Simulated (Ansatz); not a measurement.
# SiBH₃F radical: single points off equilibrium

The atoms stand at a structure displaced at random from a GFN2-xTB minimum. How far do the functionals agree with CCSD(T) there?

The runs use Ansatz 0.2.0, Gaussian basis; single points in def2-TZVPP.

Cores are frozen in the correlated methods. Orbitals are unrestricted. B3LYP uses VWN-RPA correlation.

## 1. The starting structure

SMILES `FB[SiH2]`, 6 atoms, charge 0, spin multiplicity 2.

Atoms are counted from 1 here; the program's logs count them from 0.

Bond lengths: F1–B2 1.394 Å, B2–Si3 1.953 Å, B2–H4 1.213 Å, Si3–H5 1.345 Å, Si3–H6 1.437 Å. Angles: F1–B2–Si3 105.7°, F1–B2–H4 123.2°, Si3–B2–H4 130.4°, B2–Si3–H5 135.5°, B2–Si3–H6 118.5°, H5–Si3–H6 106.0°.

As a file:

```
F    -1.20580   -1.25720   -0.87690
B    -0.24850   -1.03350    0.11130
Si    0.20410    0.86250   -0.01000
H     0.26870   -1.92560    0.74950
H    -0.18930    1.89490   -0.77710
H     1.16780    1.39760    0.91130
```

## 2. CCSD(T)/def2-TZVPP

run/in.yaml reads:

```yaml
crystal:
  periodic: [false, false, false]
  atoms:
    - {symbol: F, position_ang: [-1.205800, -1.257200, -0.876900]}
    - {symbol: B, position_ang: [-0.248500, -1.033500, 0.111300]}
    - {symbol: Si, position_ang: [0.204100, 0.862500, -0.010000]}
    - {symbol: H, position_ang: [0.268700, -1.925600, 0.749500]}
    - {symbol: H, position_ang: [-0.189300, 1.894900, -0.777100]}
    - {symbol: H, position_ang: [1.167800, 1.397600, 0.911300]}
basis:
  gaussian: {orbitals: def2-TZVPP}
magnetization: {spin_polarized: true, initial_magnetization: 1}
correlation: {method: ccsd_t}
scf: {omitted_lower_state_checks: [cluster_reference]}
output: {forces: true}
```

Launch:

```console
ansatz run in.yaml --threads 8 --pin off --events-out ev --progress --plain --max-ram 10444MiB
```

## 3. PBE0-D4/def2-TZVPP

run/in.yaml, as its differences from that of step 2:

```diff
@@ -12,4 +12,3 @@
 magnetization: {spin_polarized: true, initial_magnetization: 1}
-correlation: {method: ccsd_t}
-scf: {omitted_lower_state_checks: [cluster_reference]}
-output: {forces: true}
+hamiltonian: {xc: pbe0, dispersion: d4}
+output: {forces: true, orbitals: {seedname: orbitals}}
```

## 4. wB97M-V/def2-TZVPP

run/in.yaml, as its differences from that of step 3:

```diff
@@ -12,3 +12,3 @@
 magnetization: {spin_polarized: true, initial_magnetization: 1}
-hamiltonian: {xc: pbe0, dispersion: d4}
-output: {forces: true, orbitals: {seedname: orbitals}}
+hamiltonian: {xc: {name: wB97M-V}}
+output: {forces: true}
```

## 5. r2SCAN-D4/def2-TZVPP

run/in.yaml, as its differences from that of step 4:

```diff
@@ -12,3 +12,3 @@
 magnetization: {spin_polarized: true, initial_magnetization: 1}
-hamiltonian: {xc: {name: wB97M-V}}
+hamiltonian: {xc: r2scan, dispersion: d4}
 output: {forces: true}
```

## 6. PBE-D4/def2-TZVPP

run/in.yaml, as its differences from that of step 5:

```diff
@@ -12,3 +12,3 @@
 magnetization: {spin_polarized: true, initial_magnetization: 1}
-hamiltonian: {xc: r2scan, dispersion: d4}
+hamiltonian: {xc: pbe, dispersion: d4}
 output: {forces: true}
```

## 7. B3LYP-D4/def2-TZVPP

run/in.yaml, as its differences from that of step 6:

```diff
@@ -12,3 +12,3 @@
 magnetization: {spin_polarized: true, initial_magnetization: 1}
-hamiltonian: {xc: pbe, dispersion: d4}
+hamiltonian: {xc: {name: B3LYP}, dispersion: d4}
 output: {forces: true}
```

## 8. CAM-B3LYP-D4/def2-TZVPP

run/in.yaml, as its differences from that of step 7:

```diff
@@ -12,3 +12,3 @@
 magnetization: {spin_polarized: true, initial_magnetization: 1}
-hamiltonian: {xc: {name: B3LYP}, dispersion: d4}
+hamiltonian: {xc: {name: CAM-B3LYP}, dispersion: d4}
 output: {forces: true}
```

(Steps that only read results are left out.)

What does the calculation give? Wanted: energy less free atoms, CCSD(T)/def2-TZVPP; RMS force component; RMS force error; HOMO and LUMO, PBE0-D4; T1 diagnostic.

As calculated:

```
                                  quantity                                                                                                 value
energy less free atoms, CCSD(T)/def2-TZVPP                                                                                            -18.906 eV
                       RMS force component                                                                  1.309 to 1.390 eV/Å over the methods
                           RMS force error  PBE0-D4 0.101, wB97M-V 0.083, r2SCAN-D4 0.060, PBE-D4 0.182, B3LYP-D4 0.055, CAM-B3LYP-D4 0.090 eV/Å
                    HOMO and LUMO, PBE0-D4                                                                                    -6.27 and -3.11 eV
                             T1 diagnostic                                                                                                 0.016
```

**Reading.** Against CCSD(T) the functionals' energies less atoms differ by -0.870 to -0.543 eV, PBE-D4 by -0.870 eV. The reference is not at the basis limit: in triple zeta CCSD(T) underbinds, which counts against methods that bind more; the gaps are no ranking. On forces the order runs from B3LYP-D4 to PBE-D4.
